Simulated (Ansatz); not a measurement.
## Exact exchange and the HOMO–LUMO gap of [NH2]−

[NH2]− has 3 atoms, charge -1, and is taken as a singlet. As SMILES, `[NH2-]`. The coordinates come from a PBE0-D4/def2-TZVPD relaxation.

The HOMO–LUMO gap y, in eV, basis aug-cc-pVTZ; a is the functional's share of exact exchange. Programs: Ansatz 0.2.0.

| functional | program | a | y (eV) |
| --- | --- | --- | --- |
| PBE | Ansatz | 0 | 0.77 |
| revPBE | Ansatz | 0 | 0.65 |
| B3LYP | Ansatz | 0.2 | ? |
| r2SCAN0 | Ansatz | 0.25 | 2.63 |
| PBE0 | Ansatz | 0.25 | 2.18 |
| BHLYP | Ansatz | 0.5 | 3.49 |

Fit y = c + s·a to the known rows and predict B3LYP.


1. Means of the 5 rows: a = 0.2000, y = 1.944.
2. Σ(Δa)² = 0.175, Σ(Δa·Δy) = 1.0035, so the slope is 1.0035/0.175 = 5.7343.
3. Intercept: 1.944 − (5.7343) × 0.2000 = 0.797. The largest residual of the fit is 0.40.
4. B3LYP: 0.797 + (5.7343) × 0.2 = 1.94 eV.

The run gave 1.87 eV, so the prediction is off by +0.07 eV, within the scatter of the fit. Exact exchange lowers occupied levels and raises empty ones. The rows mix families of semi-local functionals, which the line can't see.
